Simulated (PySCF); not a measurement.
## Working out the electron affinity of S

S⁻ [Ne] 3s2 3p5 (2P) → S [Ne] 3s2 3p4 (3P). Calculation: PySCF 2.14, in x2c-QZVPPall with one added diffuse shell each of s, p, d, f type (10s7p5d3f1g, 86 functions); the spin-free X2C one-electron Hamiltonian (Gaussian nucleus). Frozen: [Ne]. Energies in hartree (1 hartree = 27.21139 eV):

```tsv
part	S⁻ (lower)	S (upper)
UHF	-398.629718	-398.597789
CCSD correlation	-0.188297	-0.149970
(T)	-0.009166	-0.005890
```

What does Hartree-Fock give?

(-398.597789) − (-398.629718) = 0.031929 hartree = 0.869 eV.

What do CCSD and CCSD(T) give?

The CCSD correlation energies differ by 0.038327 hartree = 1.043 eV and the triples by 0.003276 hartree = 0.089 eV, so CCSD gives 1.912 eV and CCSD(T) 2.001 eV.

Reference: 2.077 eV (measured; photodetachment measurements, as compiled on the Wikipedia data page of electron affinities), between the lowest levels; spin-orbit coupling is absent from the calculation.

What remains against the reference includes basis incompleteness, the frozen core and higher excitations.
